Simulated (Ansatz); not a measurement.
# How far each method lies from UCCSDT(Q) for BGe⁺, quintet

Geometry: that of the BGe⁺, triplet, kept fixed. The triplet lies 2.2 eV lower here.

```xyz
2

Ge    0.0000    0.0000    0.0000
B     0.0000    0.0000    2.1788
```

Basis cc-pVTZ; Ansatz 0.2.0. Only valence electrons are correlated (noble-gas cores and the filled d shells of p-block atoms frozen), which leaves 6 electrons in 58 orbitals. Prefix R: restricted or restricted open-shell reference; prefix U: unrestricted. Active spaces: valence = (6e, 8o) chosen from the atoms' valence shells. No spin–orbit coupling is included, and no scalar relativity.

Full CI isn't at hand for all of this; UCCSDT(Q) serves as the reference, and is uncertain by about the last step of the cluster series. The frozen core follows each run's orbitals, which can shift R against U totals by a few meV for light atoms and by up to 0.1 eV past Ca.

HF rows are the lowest solutions found. Coupled cluster chose its determinant by trial CCSD, here up to 0.09 eV above the lowest Hartree–Fock solution of its kind, and MP2 stands on that determinant too.

- UHF ⟨S²⟩: 6.017
- ⟨S²⟩ of the determinant under UCCSD: 6.016
- T1 diagnostic (RCCSD): 0.0260
- largest doubles amplitude (RCCSD): 0.128
- T1 diagnostic (UCCSD): 0.0482

```
   level  E − E(RHF) (eV)
     UHF          -0.1372
    UMP2          -2.6581
   UCCSD          -3.2452
UCCSD(T)          -3.4642
```

(1) Estimate how far UCCSDT(Q) in cc-pVTZ lies from UCCSD(T). The table doesn't fix it; the size of (T) and the diagnostics are the guide.

(1) UCCSDT(Q) in cc-pVTZ lies 70 meV below UCCSD(T), which is 32 % of the (T) step (-219 meV). T1 is raised, a doubles amplitude is large, and the rest is a large part of (T). The miss exceeds 1 kcal/mol.

The other levels:

```json
{"level": "UCCSDT", "E − E(UCCSDT(Q)) (meV)": "20", "share of correlation (%)": "99.44", "wall time": "–"}
```

The correlation energy at UCCSDT(Q), counted from RHF, is -3.534 eV. That run took 5.5 s on 2 threads of AMD EPYC 7R13 with a shared H100 80 GB, shared host.

Run but not shown, since their state or frozen core can't be matched to the reference's or they repeat it: RHF, RMP2, CISD, RCCSD, RCCSD(T), BCCD(T), RCCSDT, RCCSDT(Q), CASSCF (valence space), NEVPT2 (valence space), MRCISD (valence space), MRCISD+Q (valence space).

Times hold each run's SCF and search for its determinant on a shared host, so for small cases they say little of a method's own cost; they ran on 1 thread of AMD EPYC 7R13.

Natural occupations of CASSCF (valence space) about the gap: 1.921 1.029 0.986 0.959 0.959 0.057 0.057 0.033; effectively unpaired electrons, Σ n²(2−n)², 4.04.
